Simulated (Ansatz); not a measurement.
Geometry optimisation, RKS CAM-B3LYP/def2-SVP (Ansatz).

Input file:

```yaml
crystal:
  periodic: [false, false, false]
  atoms:
    - { symbol: Al, position_ang: [-0.4033, -0.6927, -0.3938] }
    - { symbol: S, position_ang: [0.8308, 0.6287, 0.8913] }
    - { symbol: H, position_ang: [-0.3798, -2.1659, 0.0603] }
    - { symbol: H, position_ang: [-1.8938, -0.1469, -0.3018] }
    - { symbol: H, position_ang: [0.0423, -0.5384, -1.9381] }
    - { symbol: H, position_ang: [1.79909, 1.28308, 0.15532] }
    - { symbol: H, position_ang: [1.44793, -0.12141, 1.88714] }
basis:
  gaussian: { orbitals: def2-SVP }
hamiltonian:
  xc: cam_b3lyp
relax:
  f_tol: 0.015
  max_steps: 40
```

Launched with:

```bash
$ ansatz run input.yaml --threads 1 --pin off --max-ram 2048MiB --backend cpu --events-out ev --progress --plain --runs-dir out
```

Task: Where does it end, and by what steps?

Result: The run converged. The force dipped under the threshold on the way, but the program's further checks kept it going. After 27 steps the energy has fallen by 0.954 eV; H6 moved furthest, 0.99 Å.

| step | energy less start (eV) | largest force component (eV/Å) | accepted |
| --- | --- | --- | --- |
| 0 | 0.0000 | 2.719 | yes |
| 1 | -0.7088 | 1.668 | yes |
| 2 | -0.9161 | 0.249 | yes |
| 3 | -0.9259 | 0.088 | yes |
| 4 | -0.9258 | 0.087 | no |
| 5 | -0.9290 | 0.017 | yes |
| 6 | -0.9296 | 0.006 | yes |
| 7 | -0.9297 | 0.006 | yes |
| 8 | -0.9303 | 0.159 | yes |
| 9 | -0.9311 | 0.159 | yes |
| 10 | -0.9295 | 0.416 | no |
| 11 | -0.9336 | 0.063 | yes |
| 12 | -0.9358 | 0.143 | yes |
| 13 | -0.9261 | 0.536 | no |
| 14 | -0.9408 | 0.048 | yes |
| 15 | -0.9437 | 0.137 | yes |
| 16 | -0.9444 | 0.345 | yes |
| 17 | -0.9515 | 0.050 | yes |
| 18 | -0.9531 | 0.006 | yes |
| 19 | -0.9392 | 0.525 | no |
| 20 | -0.9530 | 0.134 | no |
| 21 | -0.9536 | 0.029 | yes |
| 22 | -0.9534 | 0.103 | no |
| 23 | -0.9539 | 0.026 | yes |
| 24 | -0.9537 | 0.045 | no |
| 25 | -0.9540 | 0.019 | yes |
| 26 | -0.9540 | 0.015 | yes |
| 27 | -0.9540 | 0.009 | yes |

```xyz
7
Properties=species:S:1:pos:R:3
Al -0.554 -0.760 -0.600
S 0.935 0.919 0.704
H 0.128 -2.102 -0.083
H -1.926 -0.305 0.063
H -0.169 -0.224 -2.047
H 2.141 0.389 0.406
H 0.888 0.329 1.918
```

Whether the end is a true minimum wasn't checked by a vibrational analysis.

Run time: 41 s on 1 thread of AMD EPYC 7R43 64-Core Processor (Zen 3), with other jobs on the host, peak memory 0.14 GiB.
